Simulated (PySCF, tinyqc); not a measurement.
Worked calculation: FCI on RHF in the sto-6g basis, for HF, spin multiplicity 1. The lowest restricted solution is unstable here: a spin-polarised one lies 0.1574 hartree lower (PySCF). One step of it, computed by the program tinyqc.

Problem. FCI: determinants and Hamiltonian. Slater-Condon rules over spin orbitals, with the nuclear repulsion added and E(HF) subtracted on the diagonal. Only determinants linked to the reference directly or through others are kept (one block of an abelian symmetry group), so some states are absent.

one-electron integrals over orbitals h = C^T H C (hartree):
$$\begin{pmatrix}
-40.701374 & 0.745010 & 0.000000 & 0.000000 & -0.047126 & -0.055139 \\
0.745010 & -9.148411 & 0.000000 & 0.000000 & 0.240185 & 0.339335 \\
0.000000 & 0.000000 & -8.507340 & 0.000000 & 0.000000 & 0.000000 \\
0.000000 & 0.000000 & 0.000000 & -8.507340 & 0.000000 & 0.000000 \\
-0.047126 & 0.240185 & 0.000000 & 0.000000 & -6.019052 & 2.724329 \\
-0.055139 & 0.339335 & 0.000000 & 0.000000 & 2.724329 & -5.576286
\end{pmatrix}$$

Two-electron integrals over orbitals (pq|rs), unique and non-zero (hartree):
```
(11|11) 5.383063    (21|11) -0.544299   (21|21) 0.088666    (22|11) 1.276195
(22|21) -0.025667   (22|22) 0.897120    (31|31) 0.030332    (32|31) 0.040622
(32|32) 0.194403    (33|11) 1.265994    (33|21) -0.014530   (33|22) 0.909676
(33|33) 0.998085    (41|41) 0.030332    (42|41) 0.040622    (42|42) 0.194403
(43|43) 0.053789    (44|11) 1.265994    (44|21) -0.014530   (44|22) 0.909676
(44|33) 0.890506    (44|44) 0.998085    (51|11) 0.036858    (51|21) -0.006045
(51|22) 0.001807    (51|33) 0.000932    (51|44) 0.000932    (51|51) 0.015611
(52|11) -0.055501   (52|21) 0.001813    (52|22) -0.029589   (52|33) -0.031762
(52|44) -0.031762   (52|51) 0.020829    (52|52) 0.109355    (53|31) -0.002511
(53|32) -0.010601   (53|53) 0.029027    (54|41) -0.002511   (54|42) -0.010601
(54|54) 0.029027    (55|11) 0.801711    (55|21) -0.007426   (55|22) 0.620182
(55|33) 0.606402    (55|44) 0.606402    (55|51) -0.000285   (55|52) 0.000206
(55|55) 0.594288    (61|11) 0.041595    (61|21) -0.006818   (61|22) 0.001916
(61|33) 0.001120    (61|44) 0.001120    (61|51) -0.014795   (61|52) -0.021039
(61|55) 0.001295    (61|61) 0.015846    (62|11) -0.061815   (62|21) 0.001923
(62|22) -0.034211   (62|33) -0.035344   (62|44) -0.035344   (62|51) -0.020031
(62|52) -0.094361   (62|55) -0.014855   (62|61) 0.019705    (62|62) 0.091132
(63|31) -0.002734   (63|32) -0.011489   (63|53) -0.026218   (63|63) 0.026323
(64|41) -0.002734   (64|42) -0.011489   (64|54) -0.026218   (64|64) 0.026323
(65|11) -0.487414   (65|21) 0.007173    (65|22) -0.309611   (65|33) -0.303183
(65|44) -0.303183   (65|51) 0.000904    (65|52) 0.040201    (65|55) -0.079138
(65|61) -0.002054   (65|62) 0.011604    (65|65) 0.293672    (66|11) 0.760645
(66|21) -0.007462   (66|22) 0.581767    (66|33) 0.569783    (66|44) 0.569783
(66|51) 0.004356    (66|52) 0.021365    (66|55) 0.590902    (66|61) -0.003387
(66|62) -0.028914   (66|65) -0.032405   (66|66) 0.601905
```

nuclear repulsion = 2.60393379 hartree

Hartree-Fock energy = -99.23140039 hartree

Give: determinants; H - E(HF) between determinants.

Solution.

Occupation strings over the orbitals (2 doubly, a alpha, b beta, 0 empty; spin orbitals ordered 1a 1b 2a 2b ...): 222220 2222ab 2a222b a2222b 2222ba 2b222a b2222a 222202 2a22b2 a222b2 222022 220222 2b22a2 202222 ab2222 b222a2 ba2222 022222

H - E(HF) between determinants (hartree):
```
        222220  2222ab  2a222b  a2222b  2222ba  2b222a  b2222a  222202
222220   0.000   0.000   0.000   0.000   0.000   0.000   0.000   0.294
2222ab   0.000   0.157  -0.010  -0.006  -0.294  -0.012   0.002   0.047
2a222b   0.000  -0.010   1.032   0.027  -0.012  -0.091  -0.020  -0.040
a2222b   0.000  -0.006   0.027  25.635   0.002  -0.020  -0.016  -0.001
2222ba   0.000  -0.294  -0.012   0.002   0.157  -0.010  -0.006  -0.047
2b222a   0.000  -0.012  -0.091  -0.020  -0.010   1.032   0.027   0.040
b2222a   0.000   0.002  -0.020  -0.016  -0.006   0.027  25.635   0.001
222202   0.294   0.047  -0.040  -0.001  -0.047   0.040   0.001   0.329
2a22b2  -0.012   0.040  -0.277   0.007  -0.014   0.094   0.020   0.031
a222b2   0.002   0.001   0.007  -0.455  -0.005   0.021   0.015   0.011
222022   0.026   0.026   0.011   0.003  -0.026  -0.011  -0.003   0.029
220222   0.026   0.026   0.011   0.003  -0.026  -0.011  -0.003   0.029
2b22a2   0.012  -0.014   0.094   0.020   0.040  -0.277   0.007  -0.031
202222   0.091   0.094   0.005  -0.002  -0.094  -0.005   0.002   0.109
ab2222  -0.020  -0.020   0.002  -0.033   0.021  -0.005   0.007  -0.021
b222a2  -0.002  -0.005   0.021   0.015   0.001   0.007  -0.455  -0.011
ba2222   0.020   0.021  -0.005   0.007  -0.020   0.002  -0.033   0.021
022222   0.016   0.015   0.007  -0.045  -0.015  -0.007   0.045   0.016

        2a22b2  a222b2  222022  220222  2b22a2  202222  ab2222  b222a2
222220  -0.012   0.002   0.026   0.026   0.012   0.091  -0.020  -0.002
2222ab   0.040   0.001   0.026   0.026  -0.014   0.094  -0.020  -0.005
2a222b  -0.277   0.007   0.011   0.011   0.094   0.005   0.002   0.021
a2222b   0.007  -0.455   0.003   0.003   0.020  -0.002  -0.033   0.015
2222ba  -0.014  -0.005  -0.026  -0.026   0.040  -0.094   0.021   0.001
2b222a   0.094   0.021  -0.011  -0.011  -0.277  -0.005  -0.005   0.007
b2222a   0.020   0.015  -0.003  -0.003   0.007   0.002   0.007  -0.455
222202   0.031   0.011   0.029   0.029  -0.031   0.109  -0.021  -0.011
2a22b2   1.239   0.027   0.011   0.011  -0.109   0.061   0.002  -0.021
a222b2   0.027  25.844   0.003   0.003  -0.021  -0.002  -0.087  -0.016
222022   0.011   0.003   0.549   0.054  -0.011   0.194  -0.041  -0.003
220222   0.011   0.003   0.054   0.549  -0.011   0.194  -0.041  -0.003
2b22a2  -0.109  -0.021  -0.011  -0.011   1.239  -0.061   0.009   0.027
202222   0.061  -0.002   0.194   0.194  -0.061   2.400  -0.009   0.002
ab2222   0.002  -0.087  -0.041  -0.041   0.009  -0.009  27.203   0.006
b222a2  -0.021  -0.016  -0.003  -0.003   0.027   0.002   0.006  25.844
ba2222   0.009   0.006   0.041   0.041   0.002   0.009  -0.089  -0.087
022222   0.006  -0.026   0.030   0.030  -0.006   0.089   0.510   0.026

        ba2222  022222
222220   0.020   0.016
2222ab   0.021   0.015
2a222b  -0.005   0.007
a2222b   0.007  -0.045
2222ba  -0.020  -0.015
2b222a   0.002  -0.007
b2222a  -0.033   0.045
222202   0.021   0.016
2a22b2   0.009   0.006
a222b2   0.006  -0.026
222022   0.041   0.030
220222   0.041   0.030
2b22a2   0.002  -0.006
202222   0.009   0.089
ab2222  -0.089   0.510
b222a2  -0.087   0.026
ba2222  27.203  -0.510
022222  -0.510  55.733
```
